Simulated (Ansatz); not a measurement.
System: O$_{3}$ (charge 0, singlet). 
Geometry from a B3LYP-D3(BJ)/def2-TZVP (Ansatz, a quantum-chemistry and plane-wave program) optimisation:
SMILES: O=[O+][O-]
```xyz
3

O     -0.0102     1.0756    -0.2169
O      0.0093     0.0011     0.4285
O      0.0009    -1.0767    -0.2116
```
Charge 0, spin multiplicity 1.

Computed values are from Ansatz. Valence correlation only, unless marked. Open shells are spin-unrestricted. Spin-orbit coupling is left out. Non-relativistic. Basis-set limits of correlation are two-point, X^-3; Hartree-Fock from the larger set. [CCSD(T)-MP2]/basis is that difference in the basis named.

| Property | Value |
|---|---|
| atomisation energy De | 143.1 kcal/mol (the program attaches cautions to a run behind it) at CCSD(T)/CBS(cc-pVTZ,cc-pVQZ) |
| vertical electron affinity (to the doublet; negative means unbound) | 1.72 eV (the program attaches cautions to a run behind it) at RI-MP2/CBS(aug-cc-pVTZ,aug-cc-pVQZ)+[CCSD(T)-MP2]/aug-cc-pVTZ |
| total energy | -225.2395 Eh at CCSD(T)/CBS(cc-pVTZ,cc-pVQZ) |
| dipole moment | 0.56 D at CCSD(T)/aug-cc-pVDZ |
| measured enthalpy of formation, 298 K | 33.9 kcal/mol (Active Thermochemical Tables 1.112 (ions: stationary electron), as tabulated in the package chemicals) |
| measured dipole moment | 0.53 D (NIST CCCBDB, as tabulated in the package chemicals; older table, unchecked) |

The Hartree-Fock reference is unstable (checked in the largest basis), which strains HF and MP2. The T1 diagnostic of CCSD in the largest basis is 0.026, which is high, so the coupled-cluster rows are less sure than usual.
